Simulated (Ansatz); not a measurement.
# fcc Rh

Computed with B3LYP (VWN-RPA form) (PAW; Ansatz, an electronic-structure program).

Run with plane-wave cutoff 460 eV, 14×14×14 k mesh, Fermi–Dirac smearing 0.05 eV, no spin polarisation, scalar-relativistic PAW data made under PBE.

Cell (relaxed at this level):

Rh is taken in the cubic space group Fm-3m (No. 225), the fcc (Cu type) structure, Pearson symbol cF4. Lattice parameters: a = b = c = 3.8448 Å, α = β = γ = 90.00°. Rh on 4a is coordinated by 12 Rh at 2.719 Å (cuboctahedral). (Neighbours: up to the widest gap in distance over summed covalent radii, below 1.35, at either atom.)
(The calculation used a cell of 1 atom; values per cell refer to that cell.)

```yaml
bulk_modulus: 246 GPa
pressure derivative B′ of the bulk modulus: 5.2
```

Measured, for comparison: bulk modulus 271 GPa (corrected for temperature and zero-point phonon effects, our sources range from 271 to 289; as tabulated in Levämäki et al. (2014), arXiv:1402.3671). Computed (rounded) less measured: bulk modulus -9 % (-9 % to -15 % over the range).

Computed values are for the static lattice.

Computing time: around 19 core-minutes (rough).
